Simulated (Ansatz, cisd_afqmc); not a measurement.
System: AlF$_{2}$, charge 0, doublet. AlF2 (SMILES [F][Al][F], doublet).
B3LYP-D3(BJ)/def2-TZVP minimum from Ansatz (a program for electronic structure):
```xyz
3

Al    -0.0022     0.4808     0.0049
F      1.4323    -0.3405    -0.0081
F     -1.4291    -0.3540     0.0011
```
Charge 0, spin multiplicity 2.

Total energies in cc-pV(D+d)Z, 17 correlated electrons, 7 frozen orbitals. Open shells are spin-unrestricted; no spin-orbit coupling. Cores are frozen in correlated methods. No relativity. AFQMC is phaseless with a CISD trial state; ± is one standard error, without the phaseless bias. Outlying blocks are dropped, and bars are widened where a walk drifts. Over all cases where full CI ran beside it in this data, AFQMC minus full CI had a median of +0.1 mEh and passed +0.4 mEh in a tenth of the cases.

| method | program | energy (Eh) | minus CCSDT(Q) (mEh) |
|---|---|---|---|
| HF | Ansatz | -440.92530 | 431.07 |
| MP2 | Ansatz | -441.34495 | 11.41 |
| CCSD | Ansatz | -441.34820 | 8.16 |
| CCSD(T) | Ansatz | -441.35489 | 1.48 |
| CCSDT(Q) | Ansatz | -441.35637 | 0.00 |
| AFQMC/CISD | cisd_afqmc | -441.3563 ± 0.0004 | 0.1 ± 0.4 |

Rough core times of Ansatz's runs on a shared machine: CCSD(T) under 20 s, CCSDT(Q) 2 min.
